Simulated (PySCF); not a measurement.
BH2Cl, BClH₂, SMILES BCl, point group C2v.

Force field and properties: KT3/6-311+G(2d,p) (PySCF, grid level 2). Vibrational terms come from second-order perturbation theory with semi-diagonal cubic constants, by steps of ±0.6 along the normal coordinates of each isotopologue. The parent has the commonest isotopes.

Equilibrium geometry (Å):

```csv
atom,x,y,z
B1,-0.1489,0.0262,-0.0743
Cl2,1.5652,-0.2036,0.1061
H3,-0.5733,1.1146,0.0751
H4,-0.8021,-0.9181,-0.3371
```

Problem. Give the equilibrium and ground-state rotational constants (MHz) of parent; ²H at 3.

Solution. 
| species | Ae | Be | Ce | A0 | B0 | C0 | Δ0 (u Å²) | harmonic ZPE (cm⁻¹) |
| --- | --- | --- | --- | --- | --- | --- | --- | --- |
| parent | 230320 | 15762 | 14752 | 229110 | 15694 | 14653 | 0.083 | 4628 |
| ²H at 3 | 159870 | 14304 | 13130 | 159190 | 14246 | 13042 | 0.100 | 4089 |

Δ0 = Ic − Ia − Ib from the ground-state constants.

Problem. How is the parent's vibrational correction B0 − Be made up?

Solution. 
| axis | harmonic | Coriolis | cubic | total (MHz) |
| --- | --- | --- | --- | --- |
| a | 2900 | -435 | -3680 | -1210 |
| b | 53.6 | -0.652 | -120 | -67.4 |
| c | 25.2 | -3.96 | -120 | -99.3 |

Problem. And its quartic centrifugal distortion constants from the harmonic force field?

Solution. Asymmetric top, A reduction, Ir representation: ΔJ = 22.8 kHz, ΔJK = 484 kHz, ΔK = 14100 kHz, δJ = 1.49 kHz, δK = 303 kHz.
